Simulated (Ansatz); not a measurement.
A made-up structure of CH6NSi (charge +1), closed shell:

| atom | x (Å) | y (Å) | z (Å) |
| --- | --- | --- | --- |
| C1 | 0.4915 | -0.9341 | 0.8170 |
| Si2 | -0.1346 | 0.7417 | 0.2407 |
| N3 | -0.6063 | 0.7740 | -1.3707 |
| H4 | -0.5636 | -0.0317 | -1.9948 |
| H5 | -0.9621 | 1.6366 | -1.7827 |
| H6 | -0.0537 | 1.6461 | 1.3912 |
| H7 | 0.4493 | -1.6260 | 0.0152 |
| H8 | -0.0837 | -1.3410 | 1.6089 |
| H9 | 1.4968 | -0.9077 | 1.1520 |

It is relaxed with PBE-D4/def2-SVP and then PBE0-D4/def2-TZVP (Ansatz 0.2.0). Atoms count as bonded within 1.22 times the sum of their covalent radii (H–H: 0.88 Å). The end point is not checked to be a true minimum.

(1) Does its bonding change? (Judge from chemistry; the calculation decides.)

Results:

(1) The calculation gives: No: no bond forms or breaks.

Where it ends: The first stage lowers the energy by 0.58 eV in 7 steps. It ends as CH₆NSi ([CH3][SiH][NH2]), total charge +1:
```xyz
9
angstrom
C 0.5159 -1.0195 0.8204
Si -0.0926 0.5889 0.2409
N -0.6004 0.8218 -1.3033
H -0.6084 0.1048 -2.0171
H -0.9427 1.7115 -1.6439
H -0.1783 1.7864 1.0880
H 0.4974 -1.7762 0.0347
H -0.0975 -1.3548 1.6644
H 1.5402 -0.9050 1.1927
```

Labels in which every atom is bracketed show which atoms are joined, not bond orders.

For scale, one of the runs: PBE0-D4/def2-TZVP relaxation, 135 basis functions, launched by `ansatz run in.yaml --threads 2 --pin off --events-out ev --progress --plain --max-ram 4352MiB`. Hardware: 2 CPU threads of an Arm Neoverse V2, shared host. Wall time about 13 s.
